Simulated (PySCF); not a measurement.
**Be, Be⁺: ionisation energy in cc-pVTZ**

Each state of beryllium is computed at each level; their differences give the ionisation energy. How far do the methods differ?

Program: PySCF 2.14.0. Level of theory: unrestricted determinants in a Gaussian basis, no spin-orbit coupling in the energies. These are calculated values, not measurements, unless marked.

## (1) The atom as given

- Element: beryllium (Z = 4)
- Basis: cc-pVTZ
- Hamiltonian: no relativity, point nucleus
- State 1: Be: [He] 2s2, closed-shell 1S
- State 2: Be⁺: [He] 2s1, 2S determinant
- Methods: UHF, B3LYP, PBE0, MP2, CCSD(T)
- Core shells frozen in the correlated runs: valence: 1s2 (for Be)

Outer shells as boxes (Hund's rule):

Be [He] 2s2
```
[He] core
2s [↑↓]
```

Be+ [He] 2s1
```
[He] core
2s [↑ ]
```

One driver process ran all states and methods and kept the integrals in memory. Each run is shown as a PySCF script that sums up its settings (the driver passes frozen orbitals as a list and adds second-order terms of double hybrids); the logs are those of the runs themselves. The driver starts from symmetry-adapted Hartree-Fock orbitals, holds the occupation by maximum overlap and uses a logarithmic radial grid for functionals, so a plain start would take other cycles.

The driver's launch:

```
$ OMP_NUM_THREADS=1 python atomrun2.py TASK.json OUT
```

The integrals over 30 functions and the set-up took 0.03 s of CPU time.

## (2) Be

**UHF**

Contents of input.py:

```python
from pyscf import gto, scf, dft, mp, cc
import basis_set_exchange as bse
mol = gto.M(atom="Be 0 0 0", charge=0, spin=0, symmetry="D2h",
            basis=gto.basis.parse(bse.get_basis("cc-pVTZ", elements=["Be"], fmt="nwchem", header=False)))
mf = scf.UHF(mol)
mf.irrep_nelec = {'Ag': (2, 2)}
mf.kernel()
```

**B3LYP**

Changes to input.py:

```diff
@@ -4,3 +4,3 @@
             basis=gto.basis.parse(bse.get_basis("cc-pVTZ", elements=["Be"], fmt="nwchem", header=False)))
-mf = scf.UHF(mol)
+mf = dft.UKS(mol, xc="B3LYP")
 mf.irrep_nelec = {'Ag': (2, 2)}
```

**PBE0**

Changes to input.py:

```diff
@@ -4,3 +4,3 @@
             basis=gto.basis.parse(bse.get_basis("cc-pVTZ", elements=["Be"], fmt="nwchem", header=False)))
-mf = dft.UKS(mol, xc="B3LYP")
+mf = dft.UKS(mol, xc="PBE0")
 mf.irrep_nelec = {'Ag': (2, 2)}
```

**MP2 (valence)**

Changes to input.py:

```diff
@@ -4,4 +4,5 @@
             basis=gto.basis.parse(bse.get_basis("cc-pVTZ", elements=["Be"], fmt="nwchem", header=False)))
-mf = dft.UKS(mol, xc="PBE0")
+mf = scf.UHF(mol)
 mf.irrep_nelec = {'Ag': (2, 2)}
 mf.kernel()
+mp.UMP2(mf, frozen=1).kernel()
```

**CCSD(T) (valence)**

Changes to input.py:

```diff
@@ -7,2 +7,3 @@
 mf.kernel()
-mp.UMP2(mf, frozen=1).kernel()
+mycc = cc.CCSD(mf, frozen=1).run()
+mycc.ccsd_t()
```

## (3) Be⁺: the ladder of methods

**UHF**

Contents of input.py:

```python
from pyscf import gto, scf, dft, mp, cc
import basis_set_exchange as bse
mol = gto.M(atom="Be 0 0 0", charge=1, spin=1, symmetry="D2h",
            basis=gto.basis.parse(bse.get_basis("cc-pVTZ", elements=["Be"], fmt="nwchem", header=False)))
mf = scf.UHF(mol)
mf.irrep_nelec = {'Ag': (2, 1)}
mf.kernel()
```

**B3LYP**

Changes to input.py:

```diff
@@ -4,3 +4,3 @@
             basis=gto.basis.parse(bse.get_basis("cc-pVTZ", elements=["Be"], fmt="nwchem", header=False)))
-mf = scf.UHF(mol)
+mf = dft.UKS(mol, xc="B3LYP")
 mf.irrep_nelec = {'Ag': (2, 1)}
```

**PBE0**

Changes to input.py:

```diff
@@ -4,3 +4,3 @@
             basis=gto.basis.parse(bse.get_basis("cc-pVTZ", elements=["Be"], fmt="nwchem", header=False)))
-mf = dft.UKS(mol, xc="B3LYP")
+mf = dft.UKS(mol, xc="PBE0")
 mf.irrep_nelec = {'Ag': (2, 1)}
```

What does the calculation give?

**Answer**, as computed:

| quantity | value |
| --- | --- |
| ionisation energy, Be | UHF 8.045, FCI (valence) 9.284 eV; reference 9.323 |

Each level's miss and price (over 1 difference):

```tsv
method	mean absolute miss against the measured value (with the measured fine structure taken into account where it is known) (eV)	CPU time, both states (s)
UHF	1.278	0.1
B3LYP	0.212	0.12
PBE0	0.352	0.11
MP2 (valence)	0.511	
SCS-MP2 (valence)	0.358	
CCSD (valence)	0.038	
CCSD(T) (valence)	0.038	
CCSDT (valence)	0.038	
FCI (valence)	0.038
```

In words: Against experiment CCSD (valence) comes closest (off by 0.04 eV), level with CCSD(T) (valence) and UHF is farthest (1.28 eV). Hartree-Fock falls short because the species with more electrons holds more correlation energy, which it lacks. The basis is finite, and no extrapolation was made.
